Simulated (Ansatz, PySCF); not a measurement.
System: SO, net charge 0, triplet state. SMILES: O=S
Coordinates optimised at B3LYP-D3(BJ)/def2-TZVP (Ansatz, an electronic-structure program):
```
O
S 1 1.4899
```
Charge 0, spin multiplicity 3.

Unscaled harmonic wavenumbers (cm⁻¹) in rising order, each level at the stationary point that it reaches from this structure (no distance between atoms moves by over 0.3 Å); the order of modes can differ between levels, and a negative number is imaginary. B3LYP-D3(BJ)/def2-TZVP (PySCF, at the structure above): 1157.

HF/3-21G (Ansatz): 835. Zero-point energy 1.2 against 1.7 kcal/mol; where all levels lie over 400 cm⁻¹, the wavenumbers are on average 0.722 times those of B3LYP-D3(BJ)/def2-TZVP.

HF/6-31G* (Ansatz): 1317. Zero-point energy 1.9 against 1.7 kcal/mol; where all levels lie over 400 cm⁻¹, the wavenumbers are on average 1.139 times those of B3LYP-D3(BJ)/def2-TZVP.

B3LYP/6-31G* (Ansatz): 1120. Zero-point energy 1.6 against 1.7 kcal/mol; where all levels lie over 400 cm⁻¹, the wavenumbers are on average 0.969 times those of B3LYP-D3(BJ)/def2-TZVP.
